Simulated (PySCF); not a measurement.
Orbital picture of Al₂

BHandHLYP at R = 2.747 Å; Al 6-311G(d,p); no relativity (PySCF 2.14). State: ³Πu (triplet), unpaired electrons σ ↑, π ↑. Only the outer orbitals are listed.

| spin | orbital | occ. | ε (eV) | main shells (%) |
| --- | --- | --- | --- | --- |
| α | σg | 1 | -11.85 | 91 s |
| α | σu | 1 | -8.75 | 88 s, 12 p |
| α | σg | 1 | -5.25 | 89 p, 10 s |
| α | πu | 1 | -4.80 | 99 p |
| α | πu | 0 | -1.98 | 100 p |
| α | πg | 0 | -0.73 | 99 p |
| α | πg | 0 | -0.20 | 99 p |
| β | σg | 1 | -10.53 | 94 s |
| β | σu | 1 | -7.53 | 96 s |
| β | πu | 0 | -1.84 | 100 p |
| β | πu | 0 | -1.46 | 100 p |
| β | σg | 0 | -1.38 | 90 p, 9 s |

Q: Which are the highest filled and the lowest empty level, where do they sit, and how wide is the gap?

A: Highest filled α πu at -4.80 eV (in %: 99 p); lowest empty α πu at -1.98 eV (in %: 100 p); the gap at BHandHLYP is 2.82 eV. Both belong to one degenerate shell, split only by its one-sided filling, so this is no excitation gap.

* bond order (Mayer): 1.11
* ⟨S²⟩: 2.011

The state is the lowest determinant that a PBE0 search found; another state may lie lower at other levels.
